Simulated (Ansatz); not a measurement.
# C4H3N: the cost of one run

Method: UKS PBE0-D4/cc-pVDZ, in Ansatz 0.2.0.

### Step 1. The structure to begin with

Bond lengths: C1–C2 1.436 Å, C2–C3 1.208 Å, C3–C4 1.361 Å, C4–N5 1.150 Å, C1–H6 1.090 Å, C1–H7 1.090 Å, C1–H8 1.090 Å. Angles: C1–C2–C3 179.7°, C2–C1–H6 109.9°, C2–C1–H7 109.8°, C2–C1–H8 110.0°, H6–C1–H7 109.0°, H6–C1–H8 109.0°, H7–C1–H8 109.0°, C2–C3–C4 179.5°, C3–C4–N5 179.7°.

As a file:

```xyz
8

C    -0.5308   -0.8291    1.1525
C    -0.0337   -0.0420    0.0592
C     0.3897    0.6217   -0.8568
C     0.8719    1.3602   -1.8937
N     1.2794    1.9879   -2.7663
H    -0.4499   -0.2662    2.0825
H     0.0501   -1.7474    1.2412
H    -1.5765   -1.0851    0.9814
```

### Step 2. Relaxing end A

Input file input.yaml:

```yaml
crystal:
  periodic: [false, false, false]
  atoms:
    - { symbol: C, position_ang: [-0.53081, -0.82909, 1.15247] }
    - { symbol: C, position_ang: [-0.03373, -0.04202, 0.05918] }
    - { symbol: C, position_ang: [0.3897, 0.62166, -0.85675] }
    - { symbol: C, position_ang: [0.87186, 1.36024, -1.89369] }
    - { symbol: "N", position_ang: [1.27937, 1.9879, -2.76626] }
    - { symbol: H, position_ang: [-0.44992, -0.26619, 2.08245] }
    - { symbol: H, position_ang: [0.05008, -1.74744, 1.24119] }
    - { symbol: H, position_ang: [-1.57655, -1.08506, 0.98141] }
magnetization:
  spin_polarized: true
basis:
  gaussian: { orbitals: cc-pVDZ }
hamiltonian:
  xc: pbe0
  dispersion: d4
relax:
  f_tol: 0.02
  max_steps: 50
```

Run with:

```
> ansatz run input.yaml --threads 2 --pin off --max-ram 3072MiB --backend cpu --events-out ev --progress --plain --runs-dir out
```

Q: Estimate wall time and peak memory on 2 threads of AMD EPYC 9R14 (Zen 4), shared host.

About 8.6 s, with a peak of 0.23 GiB.
